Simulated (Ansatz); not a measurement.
in.yaml

```yaml
crystal:
  periodic: [false, false, false]
  atoms:
    - {symbol: N, position_ang: [-0.000015, -0.250733, 1.000239]}
    - {symbol: Si, position_ang: [-0.000065, -0.038456, -0.558024]}
    - {symbol: N, position_ang: [0.000006, -0.137998, -2.188354]}
    - {symbol: H, position_ang: [0.000075, 0.427188, 1.746138]}
basis:
  gaussian: {orbitals: cc-pVTZ}
total_charge: 1
magnetization: {spin_polarized: true, initial_magnetization: 2}
correlation: {method: ccsdt_q, electrons: outside_noble_gas}
```

```sh
$ ansatz run in.yaml --threads 2 --pin off --events-out ev --progress --plain --max-ram 15360MiB --backend cuda --devices 0, --max-vram 18GiB
```

Log:

```
1341 factors; integrals over basis functions are off by at most 1.5e-7 eV
mean field evaluation 1: about -10822.8382 eV, gradient 4.1e1 eV
mean field evaluation 2: about -10822.8496 eV, gradient 4.1e1 eV
mean field evaluation 4: about -10830.1587 eV, gradient 5.7e0 eV
mean field evaluation 8: about -10830.4851 eV, gradient 7.1e-1 eV
mean field evaluation 16: about -10830.7082 eV, gradient 1.4e-3 eV
mean field evaluation 32: about -10830.3164 eV, gradient 3.3e-1 eV
mean field evaluation 64: about -10819.8155 eV, gradient 4.6e1 eV
mean field evaluation 96: about -10830.5758 eV, gradient 4.6e-1 eV
mean field evaluation 128: about -10830.6125 eV, gradient 1.4e-1 eV
mean field evaluation 160: about -10830.1669 eV, gradient 4.8e0 eV
...
cycle  23  -12.75929800 eV  change    6.3e-5 eV  update   4.6e-5
cycle  24  -12.75928671 eV  change    1.1e-5 eV  update   3.4e-5
cycle  25  -12.75930551 eV  change   -1.9e-5 eV  update   2.3e-5
cycle  26  -12.75933819 eV  change   -3.3e-5 eV  update   1.6e-5
cycle  27  -12.75936143 eV  change   -2.3e-5 eV  update   9.7e-6
cycle  28  -12.75936573 eV  change   -4.3e-6 eV  update   5.0e-6
cycle  29  -12.75936947 eV  change   -3.7e-6 eV  update   3.5e-6
cycle  30  -12.75937177 eV  change   -2.3e-6 eV  update   2.3e-6
cycle  31  -12.75937591 eV  change   -4.1e-6 eV  update   1.4e-6
cycle  32  -12.75937667 eV  change   -7.6e-7 eV  update   7.7e-7
perturbative correction -0.12187020 eV, -0.0044786473 hartree
Total energy: -10843.58940459 eV, -398.4945605698 hartree
```

Ran on 2 threads of AMD EPYC 7R13 with a shared H100 80 GB, shared host: 49 s wall, 1.4 GiB peak host memory.
